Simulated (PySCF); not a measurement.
Record of a relaxation.

Compound: allyl ethyl ether, C5H10O.
Numbering: `[CH2:1]=[CH:2][CH2:3][O:4][CH2:5][CH3:6]` (hydrogens: H7, H8 on C1; H9 on C2; H10, H11 on C3; H12, H13 on C5; H14, H15, H16 on C6)

Method: PBE0-D3(BJ)/def2-SVP geometry optimisation, gas phase in PySCF 2.14.0; density fitting, grid level 2; the optimiser is geomeTRIC in internal coordinates, started from a GFN2-xTB structure. The frame can shift and turn from step to step; on so coarse a grid that alone can change the energy by a few meV, and forces under 0.02 eV/Å are noise.

Step 0: E = -7380.2784 eV, largest atomic force 0.898 eV/Å
```
atom  x, y, z in Å  |  force x, y, z in eV/Å
C1     -3.131    0.139    0.535   -0.258  -0.034   0.065
C2     -1.947    0.647    0.252    0.771  -0.359  -0.286
C3     -0.844   -0.104   -0.423    0.343   0.346   0.324
O4      0.383    0.246    0.175   -0.051  -0.162  -0.169
C5      1.494   -0.378   -0.424   -0.040   0.438   0.511
C6      2.752    0.056    0.310   -0.726  -0.247  -0.417
H7     -3.383   -0.881    0.296   -0.104  -0.619  -0.120
H8     -3.901    0.724    1.007   -0.443   0.384   0.255
H9     -1.698    1.669    0.501    0.071   0.566   0.125
H10    -1.011   -1.191   -0.354   -0.096  -0.226  -0.065
H11    -0.822    0.162   -1.497   -0.003  -0.006  -0.209
H12     1.553   -0.096   -1.488    0.021  -0.022  -0.242
H13     1.382   -1.474   -0.374   -0.005  -0.234  -0.065
H14     2.857    1.136    0.255    0.088   0.460  -0.012
H15     3.623   -0.413   -0.139    0.411  -0.170  -0.144
H16     2.686   -0.232    1.355    0.020  -0.116   0.450
```

Step 1: E = -7380.3235 eV, largest atomic force 0.167 eV/Å
```
atom  x, y, z in Å  |  force x, y, z in eV/Å
C1     -2.969    0.099    0.318   -0.064  -0.052   0.002
C2     -1.770    0.598    0.025    0.023   0.115   0.013
C3     -0.668   -0.160   -0.635   -0.060  -0.156   0.000
O4      0.518    0.036    0.076    0.010   0.059  -0.015
C5      1.620   -0.609   -0.489    0.004  -0.099  -0.110
C6      2.859   -0.234    0.282    0.096   0.060   0.029
H7     -3.220   -0.946    0.104    0.008   0.030   0.012
H8     -3.750    0.711    0.779    0.025  -0.005  -0.019
H9     -1.535    1.645    0.258   -0.012  -0.051  -0.010
H10    -0.927   -1.241   -0.693    0.005   0.070  -0.016
H11    -0.550    0.190   -1.687    0.012   0.005   0.050
H12     1.727   -0.323   -1.560    0.001   0.000   0.062
H13     1.472   -1.712   -0.478    0.001   0.062   0.000
H14     3.007    0.857    0.257    0.003  -0.043   0.011
H15     3.751   -0.716   -0.149   -0.041   0.004   0.018
H16     2.771   -0.541    1.336   -0.010   0.002  -0.028
```

Step 2: E = -7380.3252 eV, largest atomic force 0.035 eV/Å
```
atom  x, y, z in Å  |  force x, y, z in eV/Å
C1     -2.972    0.100    0.319   -0.023   0.011   0.007
C2     -1.773    0.600    0.025    0.011  -0.020  -0.004
C3     -0.672   -0.168   -0.629    0.006  -0.017   0.000
O4      0.519    0.039    0.072    0.007   0.020   0.011
C5      1.624   -0.602   -0.497   -0.002  -0.027  -0.022
C6      2.863   -0.236    0.283    0.004   0.013   0.007
H7     -3.222   -0.947    0.119    0.012   0.003  -0.004
H8     -3.754    0.718    0.768   -0.001   0.004   0.002
H9     -1.539    1.648    0.247   -0.003  -0.006  -0.005
H10    -0.931   -1.247   -0.680    0.004   0.009   0.008
H11    -0.555    0.176   -1.681   -0.007   0.003  -0.004
H12     1.735   -0.306   -1.562    0.001   0.014   0.008
H13     1.475   -1.703   -0.495    0.004   0.007  -0.002
H14     3.016    0.854    0.270   -0.001  -0.004  -0.001
H15     3.753   -0.718   -0.147   -0.005  -0.008   0.001
H16     2.767   -0.553    1.332   -0.005  -0.002  -0.001
```

Step 3: E = -7380.3256 eV, largest atomic force 0.056 eV/Å
```
atom  x, y, z in Å  |  force x, y, z in eV/Å
C1     -2.976    0.105    0.324    0.043  -0.026  -0.025
C2     -1.775    0.594    0.020    0.001   0.023   0.011
C3     -0.672   -0.178   -0.626   -0.008   0.012   0.009
O4      0.521    0.043    0.068   -0.012   0.001   0.004
C5      1.628   -0.592   -0.505    0.002   0.015   0.025
C6      2.863   -0.237    0.287   -0.023  -0.014  -0.005
H7     -3.226   -0.945    0.139   -0.018  -0.013   0.001
H8     -3.756    0.731    0.764    0.003   0.003   0.004
H9     -1.540    1.645    0.226    0.009   0.026   0.003
H10    -0.927   -1.257   -0.665    0.002  -0.025   0.008
H11    -0.561    0.157   -1.682   -0.009  -0.001  -0.014
H12     1.744   -0.281   -1.565    0.001   0.013  -0.015
H13     1.479   -1.692   -0.518   -0.002  -0.017  -0.006
H14     3.020    0.851    0.290    0.000   0.012  -0.005
H15     3.753   -0.719   -0.144    0.012  -0.006  -0.003
H16     2.758   -0.569    1.331   -0.001  -0.001   0.009
```

Step 4: E = -7380.3260 eV, largest atomic force 0.057 eV/Å
```
atom  x, y, z in Å  |  force x, y, z in eV/Å
C1     -2.971    0.104    0.327    0.017   0.024   0.001
C2     -1.774    0.599    0.016   -0.022  -0.041  -0.004
C3     -0.673   -0.182   -0.623    0.017   0.052   0.005
O4      0.522    0.051    0.064   -0.006  -0.017  -0.016
C5      1.629   -0.581   -0.513    0.008   0.035   0.045
C6      2.861   -0.242    0.291   -0.021  -0.027  -0.010
H7     -3.215   -0.950    0.155   -0.007  -0.009   0.002
H8     -3.754    0.731    0.760   -0.009  -0.001   0.003
H9     -1.544    1.653    0.205    0.004   0.014   0.006
H10    -0.925   -1.262   -0.643   -0.005  -0.024   0.004
H11    -0.569    0.137   -1.684    0.007  -0.007  -0.011
H12     1.751   -0.257   -1.568    0.002   0.003  -0.017
H13     1.476   -1.680   -0.539   -0.007  -0.020  -0.010
H14     3.024    0.845    0.306    0.003   0.013  -0.004
H15     3.750   -0.725   -0.140    0.015   0.001  -0.001
H16     2.746   -0.585    1.329    0.003   0.003   0.008
```

Step 5: E = -7380.3261 eV, largest atomic force under 0.02 eV/Å
```
atom  x, y, z in Å  |  force x, y, z in eV/Å
C1     -2.971    0.104    0.328   -0.001   0.013   0.005
C2     -1.774    0.597    0.014   -0.002  -0.012  -0.005
C3     -0.673   -0.183   -0.624    0.005   0.006   0.003
O4      0.522    0.051    0.062    0.002  -0.003  -0.005
C5      1.630   -0.579   -0.514   -0.002   0.010   0.014
C6      2.861   -0.243    0.292   -0.010  -0.009  -0.003
H7     -3.220   -0.949    0.161    0.008  -0.001  -0.004
H8     -3.752    0.734    0.762   -0.005  -0.001   0.002
H9     -1.544    1.652    0.202   -0.001   0.000   0.002
H10    -0.924   -1.264   -0.641   -0.003  -0.004  -0.001
H11    -0.569    0.133   -1.687    0.002  -0.004   0.000
H12     1.753   -0.252   -1.569    0.002  -0.001  -0.003
H13     1.476   -1.679   -0.544   -0.001  -0.003  -0.006
H14     3.024    0.845    0.309    0.002   0.002  -0.001
H15     3.752   -0.725   -0.138    0.001   0.003   0.000
H16     2.745   -0.587    1.330    0.001   0.003   0.002
```

Problem. Summarise the path.

Solution. The energy falls by 4.60 kJ/mol from step 0 to step 5; nine tenths of that is first reached at step 1. It falls at every step. The largest force goes from 0.898 to under 0.02 eV/Å. Among the bonds C1–H7 changes most (a near tie, within 0.001 Å, with another), from 1.078 to 1.095 Å; the atoms move by 0.074 Å rms after alignment.

Problem. Follow the three bonds and two angles with the largest change from start to end.

Solution. 
```csv
step,E above end (kJ/mol),largest force (eV/Å),C1–H7 (Å),C1–H8 (Å),C2–H9 (Å),H12–C5–H13 (°),C1–C2–H9 (°)
0,4.60,0.898,1.078,1.076,1.080,107.7,121.5
1,0.25,0.167,1.096,1.094,1.098,106.1,120.2
2,0.09,0.035,1.095,1.093,1.097,106.2,120.4
3,0.05,0.056,1.095,1.093,1.096,106.3,120.1
4,0.01,0.057,1.095,1.093,1.096,106.4,120.4
5,0.00,under 0.02,1.095,1.093,1.096,106.3,120.3
```

What follows is the cost of the whole optimisation. On one thread, Intel Xeon Platinum 8488C (x86_64), no GPU, shared host with 192 logical CPUs at a one-minute load of 79, this took 44 s of wall time and 0.68 GiB of memory at its peak.
